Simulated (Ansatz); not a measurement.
Cost and result for the atomization energy of C2H4Si (`C#C[SiH3]`) (7 atoms, 6 bonds).

Total charge 0; spin multiplicity 1. Geometry: relaxed with PBE0-D4/def2-TZVP. Program: Ansatz. All runs use 2 threads of a server CPU on a shared host. Times are those of one run each, without the atoms' runs, and a repeat can differ threefold. Electronic energies, without spin–orbit coupling; frozen cores. CCSD(T)/CBS adds CCSD(T) − MP2 in def2-TZVPP to the MP2 limit, and its time is that of the two runs behind it. T1 = 0.013. B3LYP takes the VWN-RPA correlation (the form of Gaussian; ORCA's B3LYP/G). HSE06 is the plane-wave form, built on full-range PBE exchange.

CCSD(T)/CBS is a level of theory with its own doubt, some kJ/mol a heavy atom from the limit and from the frozen cores, so smaller differences don't rank the functionals.

```
                             level  functions  wall time
                  CCSD(T)/def2-SVP         66      0.6 s
   PBE-D4/def2-TZVPP (with forces)        160     0.85 s
               HSE06-D4/def2-TZVPP        160        1 s
 B3LYP-D4/def2-TZVPP (with forces)        160      1.3 s
             r2SCANh-D4/def2-TZVPP        160      1.4 s
r2SCAN-D4/def2-TZVPP (with forces)        160      1.5 s
                 B2PLYP/def2-TZVPP        160      1.5 s
               PBE-QIDH/def2-TZVPP        160      1.6 s
                 B97M-V/def2-TZVPP        160      2.4 s
  ωB97M-V/def2-TZVPP (with forces)        160      3.2 s
                    MP2/def2-QZVPP        304      4.9 s
                CCSD(T)/def2-TZVPP        160      6.5 s
                 CCSD(T)/CBS(def2)          –       11 s
```

Task: What atomization energy does each give, and how far from CCSD(T)/CBS? (Estimate.)

Result: The calculation gave: 
```tsv
level	atomization (kJ/mol)	difference from CCSD(T)/CBS	per bond
CCSD(T)/def2-SVP	2471.7	-135.2	-22.5
PBE-D4/def2-TZVPP (with forces)	2635.1	28.2	4.7
HSE06-D4/def2-TZVPP	2596.8	-10.1	-1.7
B3LYP-D4/def2-TZVPP (with forces)	2606.7	-0.2	0.0
r2SCANh-D4/def2-TZVPP	2587.3	-19.6	-3.3
r2SCAN-D4/def2-TZVPP (with forces)	2602.8	-4.1	-0.7
B2PLYP/def2-TZVPP	2588.4	-18.5	-3.1
PBE-QIDH/def2-TZVPP	2585.7	-21.2	-3.5
B97M-V/def2-TZVPP	2609.2	2.3	0.4
ωB97M-V/def2-TZVPP (with forces)	2608.7	1.8	0.3
MP2/def2-QZVPP	2617.6	10.7	1.8
CCSD(T)/def2-TZVPP	2541.9	-65.0	-10.8
CCSD(T)/CBS(def2)	2606.9	0.0	0.0
```

Leaving LDA and LC-ωPBE aside and taking each functional with its dispersion term where it has one, the values, not all of them listed here, spread over 93.9 kJ/mol, from BHLYP-D4 to PBE-D4. LDA lies +294.1 kJ/mol from PBE without D4, its usual overbinding. In def2-TZVPP, CCSD(T) changes the Hartree–Fock value by +593.2 kJ/mol (the triples alone add +39.3 kJ/mol) and MP2 by +630.4 kJ/mol; breaking electron pairs costs correlation energy, which Hartree–Fock lacks. From r2SCAN to r2SCAN0 (25 % exact exchange), in def2-TZVPP and without D4, the atomization energy moves by −38.2 kJ/mol: exact exchange takes away binding that semilocal exchange gives to molecules.
